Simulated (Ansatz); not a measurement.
Basis sets over 5 cases of the deprotonation energy at HF with Ansatz (elements up to F), each against its own reference: (a) the value in aug-cc-pV5Z; (b) the value in aug-pcseg-3 (pcseg sets are built for DFT). By their distance from other large sets or by the extrapolation step the references are unsure by up to roughly 0.14 kcal/mol. B3LYP-D3(BJ)/def2-TZVP geometries; one conformer; electronic energies; the proton's site as shown, best or not; no added dispersion term; no relativity. Cartesian d functions in some cases of 6-31G*, 6-31G**, 6-31+G*. 

Cases are drawn at random; left out are references unsure by over 0.17 kcal/mol, doubtful singlets, and cases whose largest runs show a restricted determinant unstable towards unrestricted orbitals, <S^2> over 0.1 too high or, where CCSD(T) ran, T1 over 0.025 (0.045 for open shells). Sets are drawn from those converged to one state in every case.

Cases (SMILES) and reference values:
- OO (H2O2) → [O-]O + H+: 390.53 kcal/mol (b)
- O (H2O) → [OH-] + H+: 407.30 kcal/mol (b)
- C(=C)F → C=[C-]F + H+: 405.79 kcal/mol (b)
- F (HF) → [F-] + H+: 383.34 kcal/mol (a)
- O=C(C)N → CC([NH-])=O + H+: 378.82 kcal/mol (b)

```tsv
basis	functions over def2-SVP (largest species, mean of cases)	mean signed deviation (kcal/mol)	mean absolute	largest	within 0.5 kcal/mol
pcseg-0	0.6	10.21	12.32	24.60	0 of 5
def2-SV(P)	0.8	10.19	10.19	19.51	0 of 5
6-31G*	0.9	15.17	15.17	25.93	0 of 5
pcseg-1	1.0	6.17	6.17	15.72	0 of 5
6-31G**	1.0	18.57	18.57	31.13	0 of 5
6-31+G*	1.1	-5.90	5.90	9.25	0 of 5
6-311+G**	1.5	-2.08	2.08	2.78	0 of 5
cc-pVTZ	2.3	9.18	9.18	15.73	0 of 5
def2-TZVPD	2.5	-0.89	0.89	1.36	1 of 5
aug-cc-pVQZ	6.8	-0.16	0.16	0.28	5 of 5
```

Of the sets for which every case ran a larger relative (same family, alike in diffuse functions), none listed holds all cases within 0.5 kcal/mol together with them. Inside, though some case ran no larger relative to test it: aug-cc-pVQZ. Largest deviations of relatives not listed, over the cases that ran them: aug-cc-pV5Z 0.00 kcal/mol. A case lies within its reference's uncertainty of the window's edge in pcseg-1, def2-TZVPD. These figures hold for the cases listed.

Ansatz is an electronic-structure program.
